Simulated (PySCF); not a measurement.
# C3H3ClO (acryloyl chloride): the cost of one run

Computed with PySCF 2.14.0 and routines of our own; the level stands in each step. Atoms count from 0.

## 1. The starting structure

8 atoms, charge 0, multiplicity 1; geometry from: GFN2-xTB.

## 2. Relaxing the molecule at PBE0-D3(BJ)/def2-SVP

The job: settings as JSON, then the geometry in Å.

```
{"job": {"xc": "PBE0", "basis": "def2-SVP", "d3": "d3bj", "grid": 1, "kind": "geom"}, "charge": 0, "multiplicity": 1}
C     -1.279367    -0.154271    -0.096061
C     -0.101181     0.123951     0.451889
C      1.124745     0.017524    -0.337748
O      1.245625    -0.296704    -1.476949
Cl     2.558747     0.432296     0.620520
H     -1.347192    -0.460684    -1.127300
H     -2.197518    -0.085449     0.461164
H      0.005198     0.432749     1.479921
```

Started as:

```console
$ OMP_NUM_THREADS=1 python excited_run.py task.json out
```

One launch serves the whole session: the jobs run in the order shown.

Q: Estimate the wall time and peak memory of this first job on 1 thread of Arm Neoverse V1, shared host.

About 9.1 s, with a peak of 0.44 GiB.
